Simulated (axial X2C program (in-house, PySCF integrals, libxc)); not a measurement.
**Nuclear properties of HPF**

Computed with an axial X2C code built on PySCF integrals: two-component X2C with atomic mean-field Coulomb and Gaunt terms, Gaussian nuclei, basis H dyall-v3z, P dyall-v3z, F dyall-av3z with contracted cores.

H–P–F held linear, with bonds 1.539 and 1.658 Å (near the PBE0 minimum at charge 0 of the determinant lowest at the starting distance; the state shown can have its own minimum elsewhere, held linear; other orders of the atoms were not compared).

Determinant lowest in the PBE0 search, Ω = 3/2 (⟨Sz⟩ = 1.50, ⟨Lz⟩ = 0.00 at PBE0), spin on the atoms H 0.25, P 1.17, F 0.09:

```json
{"level": "PBE0", "Eeff magnitude (GV/cm)": "0.121", "Ws magnitude P (kHz)": "0.041", "Ws magnitude F (kHz)": "0.0101", "A∥/gI H (MHz)": "49.5", "qzz H (a.u.)": "0.11", "A∥/gI P (MHz)": "396", "qzz P (a.u.)": "0.67", "A∥/gI F (MHz)": "88.3", "qzz F (a.u.)": "1.75", "μ (D)": "-1.47"}
{"level": "HF", "Eeff magnitude (GV/cm)": "0.154", "Ws magnitude P (kHz)": "0.0501", "Ws magnitude F (kHz)": "0.0111", "A∥/gI H (MHz)": "52.5", "qzz H (a.u.)": "0.11", "A∥/gI P (MHz)": "477", "qzz P (a.u.)": "0.81", "A∥/gI F (MHz)": "115", "qzz F (a.u.)": "1.87", "μ (D)": "-1.76"}
{"level": "LDA", "Eeff magnitude (GV/cm)": "0.11", "Ws magnitude P (kHz)": "0.0372", "Ws magnitude F (kHz)": "0.00918", "A∥/gI H (MHz)": "47.1", "qzz H (a.u.)": "0.11", "A∥/gI P (MHz)": "389", "qzz P (a.u.)": "0.68", "A∥/gI F (MHz)": "72.2", "qzz F (a.u.)": "1.57", "μ (D)": "-1.38"}
```

Eeff is the effective electric field on the electron electric dipole moment in this Ω state and Ws the scalar–pseudoscalar constant of the nucleus named (defined with the proton number Z and per Ω); A∥ (defined per Ω) follows by multiplying with gI = μI/(I μN); qzz is the electric field gradient, eQq0 = 234.96 MHz × Q/barn × qzz; μ is positive if the F end (last atom) is positive. The operators were transformed with the bare-nucleus X2C matrices; with these basis sets, hyperfine constants and field gradients can be off by tens of per cent, and where levels differ in sign neither size nor sign is settled.

(1) With gI(1H) = 5.5857, gI(31P) = 2.2632, gI(19F) = 5.2577 (g factors from the IAEA table of nuclear moments by Stone), turn the PBE0 values of the first state into constants in MHz.

The molecule was held linear; bending was not examined, so a bent shape may lie lower.

Each state is one determinant with collinear spin, which with several unpaired electrons need not be a pure state. Unrestricted Hartree–Fock can overshoot spin polarisation at the nuclei. This is the top spin component of a Σ state; components of lower Ω are not single determinants and can lie lower. With several open shells hyperfine constants can be off by a factor of several. The search compared states at one distance, so a state with another bond length can lie lower. Further determinants of the search, some of them spin-mixed, are not shown.

Results:

(1) A∥(1H) = 49.5 × 5.5857 = 276 MHz; A∥(31P) = 396 × 2.2632 = 896 MHz; A∥(19F) = 88.3 × 5.2577 = 464 MHz.
